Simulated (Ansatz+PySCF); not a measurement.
## singlet CH4S: levels of theory in one basis

```xyz
6

C     0.0000   -0.0295   -1.2404
S     0.0000   -0.0644    0.7165
H     0.0000   -1.1629   -1.5920
H    -0.9719    0.4953   -1.6749
H     0.9719    0.4953   -1.6749
H     0.0000    1.3794    0.9200
```

Basis set: def2-SVP (spherical functions). Frozen core: 6 orbitals. Charge 0, multiplicity 1.

Computed with Ansatz (development build ahead of 0.2.0); each method stands on the lowest determinant of its kind that the runs found.

```json
{"method": "RHF", "E − E(RHF) (eV)": "0.00", "<S²> of the determinant": "0.00"}
{"method": "RHF-CCSD", "E − E(RHF) (eV)": "-8.84", "<S²> of the determinant": "–"}
{"method": "RHF-CCSD(T)", "E − E(RHF) (eV)": "-9.10", "<S²> of the determinant": "–"}
```

Q: What does RHF-MP2 give on the same scale?

A: -7.83 eV.

Q: Is a single determinant a sound starting point here?

A: By this sign, yes. Unrestricted orbitals gain 0.00 eV and <S²> is 0.00 against 0.00 for a pure state.
